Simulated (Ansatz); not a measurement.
**BN (boron nitride): levels of theory compared**

Aim: a comparison of 6 runs (UHF/6-31G, U-r2SCAN/3-21G, U-r2SCAN0/6-31G, U-revPBE/6-31G, UCAM-B3LYP/3-21G, UCCSDTQ/6-31G) of BN (boron nitride). 

Program for the calculation: Ansatz 0.2.0.

69 further runs of the same task are left out: 69 set aside as unsound or not needed.

### Step 1. The molecule

The species is BN (2 atoms), meant as a triplet with charge 0. As SMILES, `B#N`. The N2–B1 distance was set to 1.973 Å, away from the relaxed value.

Bond lengths: B1–N2 1.973 Å.

### Step 2. A single-point energy at UHF/6-31G (run 1)

Input file job.yaml:

```yaml
crystal:
  periodic: [false, false, false]
  atoms:
    - symbol: B
      position_ang: [-0.000000, -0.000000, -0.681250]
    - symbol: N
      position_ang: [0.000000, 0.000000, 1.291950]
basis:
  gaussian: {orbitals: 6-31G}
magnetization: {spin_polarized: true, initial_magnetization: 2}
hamiltonian: {xc: hf}
accuracy: high
```

Launch:

```bash
ansatz run job.yaml --threads 1 --pin off --max-ram 3480MiB --events-out events.jsonl --progress --plain --runs-dir runs
```

Output:

```text
Warning: RAYON_NUM_THREADS=1 ignored (pool sized by the plan → 1); use --threads N
Functional definition: HF
  name "HF"
  exchange = exact_x
  correlation = 0
419 factors; integrals over basis functions are off by at most 2.5e-9 eV
mean field evaluation 1: about -2142.7746 eV, gradient 1.7e1 eV
mean field evaluation 2: about -2142.7764 eV, gradient 1.7e1 eV
mean field evaluation 4: about -2145.6075 eV, gradient 2.7e0 eV
mean field evaluation 8: about -2145.7945 eV, gradient 1.3e0 eV
mean field evaluation 16: about -2146.8805 eV, gradient 1.1e-8 eV
mean field evaluation 32: about -2146.3841 eV, gradient 4.3e0 eV
mean field evaluation 64: about -2147.1267 eV, gradient 1.9e-1 eV
mean field evaluation 96: about -2146.8818 eV, gradient 1.0e-1 eV
mean field evaluation 128: about -2143.5973 eV, gradient 2.1e0 eV
mean field evaluation 160: about -2147.1041 eV, gradient 8.2e-2 eV
mean field evaluation 192: about -2145.7935 eV, gradient 1.5e0 eV
mean field evaluation 224: about -2146.4630 eV, gradient 2.4e0 eV
mean field -2147.15937202 eV, -78.9066515247 hartree, gradient 5.4e-8 eV, S^2 2.502356; 9 other end points of the search recorded, 0 dependent functions left out
reference -2147.15937202 eV, -78.9066515247 hartree; 7, 5 occupied and 11, 13 virtual orbitals, 419 factors
Total energy: -2147.15937202 eV, -78.9066515247 hartree
```

Run time: 0.22 s. Hardware: 1 thread of Intel Xeon 6975P-C (Granite Rapids), shared host.

### Step 3. The energy at U-r2SCAN/3-21G (run 2)

Input file in.yaml:

```yaml
crystal:
  periodic: [false, false, false]
  atoms:
    - {symbol: B, position_ang: [-0.000000, -0.000000, -0.681250]}
    - {symbol: N, position_ang: [0.000000, 0.000000, 1.291950]}
basis:
  gaussian: {orbitals: 3-21G.json}
magnetization: {spin_polarized: true, initial_magnetization: 2}
hamiltonian: {xc: {name: r2SCAN}}
accuracy: high
```

The basis set 3-21G is read from a file made from the Basis Set Exchange's data (not shown).

Launch:

```bash
ansatz run in.yaml --threads 1 --pin off --max-ram 3480MiB --events-out events.jsonl --progress --plain --runs-dir runs
```

Output, cut to the lines that bear on the results:

```text
Warning: RAYON_NUM_THREADS=1 ignored (pool sized by the plan → 1); use --threads N
Functional definition: r2SCAN
  name "r2SCAN"
[...]
384 factors; integrals over basis functions are off by at most 2.9e-9 eV
[...]
mean field -2145.31071360 eV, -78.8387145811 hartree, gradient 6.8e-8 eV, S^2 2.045744; 17 other end points of the search recorded, 0 dependent functions left out
reference -2145.31071438 eV, -78.8387146098 hartree; 7, 5 occupied and 11, 13 virtual orbitals, 384 factors
Total energy: -2145.31071438 eV, -78.8387146098 hartree
```

Wall time 6.9 s (1 thread of Intel Xeon 6975P-C (Granite Rapids), shared host); peak memory 0.15 GiB.

Run 3 isn't shown in full; the table further down has it.

### Step 4. The energy at U-revPBE/6-31G (run 4)

Input file input.yaml:

```yaml
crystal:
  periodic: [false, false, false]
  atoms:
    - {symbol: B, position_ang: [-0.000000, -0.000000, -0.681250]}
    - {symbol: N, position_ang: [0.000000, 0.000000, 1.291950]}
basis:
  gaussian:
    orbitals: 6-31G
magnetization:
  spin_polarized: true
  initial_magnetization: 2
hamiltonian:
  xc: {name: revPBE}
accuracy: high
```

Launch:

```bash
ansatz run input.yaml --threads 1 --pin off --max-ram 3480MiB --events-out events.jsonl --progress --plain --runs-dir runs
```

Output:

```text
Warning: RAYON_NUM_THREADS=1 ignored (pool sized by the plan → 1); use --threads N
Functional definition: revPBE
  name "revPBE"
  parameter kappa = 1.245
  parameter beta = 0.06672455060314922
  exchange = pbe_x(kappa = kappa, mu = beta*pi^2/3)
  correlation = pbe_c(beta = beta)
419 factors; integrals over basis functions are off by at most 2.5e-9 eV
mean field evaluation 1: about -2149.2112 eV, gradient 3.4e1 eV
mean field evaluation 2: about -2025.4237 eV, gradient 1.0e2 eV
mean field evaluation 4: about -2157.5927 eV, gradient 1.3e0 eV
mean field evaluation 8: about -2157.6261 eV, gradient 7.7e-2 eV
mean field evaluation 16: about -2157.6262 eV, gradient 9.0e-6 eV
mean field evaluation 32: about -2157.2225 eV, gradient 6.1e-3 eV
mean field evaluation 64: about -2157.3194 eV, gradient 2.3e0 eV
mean field -2157.62617727 eV, -79.2912995231 hartree, gradient 3.3e-8 eV, S^2 2.012912; 6 other end points of the search recorded, 0 dependent functions left out
reference -2157.62617941 eV, -79.2912996019 hartree; 7, 5 occupied and 11, 13 virtual orbitals, 419 factors
Total energy: -2157.62617941 eV, -79.2912996019 hartree
```

Run time: 1.5 s. Hardware: 1 thread of Intel Xeon 6975P-C (Granite Rapids), shared host.

Run 5 isn't shown in full; the table further down has it.

### Step 5. The energy at UCCSDTQ/6-31G (run 6)

Input file job.yaml:

```yaml
crystal:
  periodic: [false, false, false]
  atoms:
    - {symbol: B, position_ang: [-0.000000, -0.000000, -0.681250]}
    - {symbol: "N", position_ang: [0.000000, 0.000000, 1.291950]}
basis:
  gaussian: {orbitals: 6-31G}
scf: {omitted_lower_state_checks: [cluster_reference, increment]}
accuracy: high
magnetization: {spin_polarized: true, initial_magnetization: 2}
total_charge: 0
correlation: {method: ccsdtq, frozen_orbitals: {B: 1, "N": 1}}
```

Launch:

```bash
ansatz run job.yaml --threads 1 --pin off --max-ram 3480MiB --events-out events.jsonl --progress --plain --runs-dir runs
```

Output:

```text
Warning: RAYON_NUM_THREADS=1 ignored (pool sized by the plan → 1); use --threads N
[... 19 lines left out ...]
2 core orbitals not correlated: weight in the atoms' cores, before any rotation towards them, 1.000 or more for the frozen orbitals, at most 0.000 for the correlated occupied ones
[... 81 lines left out ...]
Total energy: -2150.60123242 eV, -79.0331375617 hartree
Checks for a lower state left out: cluster_reference, increment
```

It took 32 s on 1 thread of Intel Xeon 6975P-C (Granite Rapids), shared host; peak memory 0.27 GiB.

### Step 6. Overview of the runs

```csv
run,level,frozen core orbitals,energy (Eh),⟨S²⟩,wall time
1,UHF/6-31G,–,-78.906652,2.502,0.22 s
2,U-r2SCAN/3-21G,–,-78.838715,2.046,6.9 s
3,U-r2SCAN0/6-31G,–,-79.245108,2.161,2.2 s
4,U-revPBE/6-31G,–,-79.291300,2.013,1.5 s
5,UCAM-B3LYP/3-21G,–,-78.835810,2.027,1.1 s
6,UCCSDTQ/6-31G,2,-79.033138,2.502,32 s
```

### Step 7. Results

| quantity | value |
| --- | --- |
| run 6: total energy | -79.03314 Eh |
| run 6: correlation energy (2 core orbitals frozen) | -126.5 mEh |
| run 6: ⟨S²⟩ of the reference determinant | 2.502 |
| run 6: T1 diagnostic | 0.125 |

In words: Totals of different functionals can't be ranked against each other. Spin contamination of the reference: run 1 ⟨S²⟩ = 2.50, run 6 ⟨S²⟩ = 2.50, run 3 ⟨S²⟩ = 2.16. All runs together took 43 s, the longest 32 s.
